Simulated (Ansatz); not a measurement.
# One step, two centres

Insertion of a multiple bond into an element–hydrogen or element–carbon bond (the π bond opens), with the central atom changed down its group and all else kept; in the first member these bonds form or tighten: B–N, C–H; these break or loosen: B–H.

Gas-phase electronic energies, without zero-point energy, by CCSD(T) at an estimated basis limit (MP2 extrapolated from triple and quadruple zeta, plus CCSD(T) − MP2 in triple zeta); Ansatz 0.2.0, def2-TZVPP and QZVPP, frozen cores, on PBE0-D4/def2-TZVP structures. Extrapolation: Hartree–Fock as exp(−7.88 √X), correlation as X^−2.97. All energies, in kcal/mol, count from the separated reactants, without counterpoise correction; the start and end structures are the complexes reached by relaxing down from the saddle, and deeper ones may exist. Brackets give SMILES, or, where every atom is bracketed, only which atoms are joined. Steps whose reference was doubtful or whose search ended elsewhere are left out.

| reactants | products | start structure | saddle | end structure | saddle by PBE-D4/TZ |
| --- | --- | --- | --- | --- | --- |
| CH₃N ([CH2][NH]) + BH₃ | CH₆BN ([BH2][NH][CH3]) | -34.42 | -7.37 | -68.18 | -16.60 |
| CH₃N ([CH2][NH]) + AlH₃ | CH₆AlN ([CH3][NH][AlH2]) | -30.57 | ? | -53.79 | -17.18 |

What is the height of the saddle for CH₃N ([CH2][NH]) + AlH₃? (Judge from chemistry; the value comes from the calculation.)

By the calculation: -10.50 kcal/mol relative to the separated reactants, the lower of the two; above its start structure the barrier is -10.50 − (-30.57) ≈ 20.07 kcal/mol.

How do the PBE-D4 saddles lie against the coupled-cluster estimate?

Both lower, by 6.68 to 9.23 kcal/mol.

T1 diagnostic: at most 0.018.

For scale, one of the runs: CCSD(T)/def2-TZVPP, 188 basis functions, launched by `ansatz run in.yaml --threads 2 --pin off --events-out ev --progress --plain --max-ram 4352MiB`. Time: 14 s of wall clock on 2 CPU threads of an Intel Xeon 6975P-C; the host was shared. Peak host memory: 2 GiB.
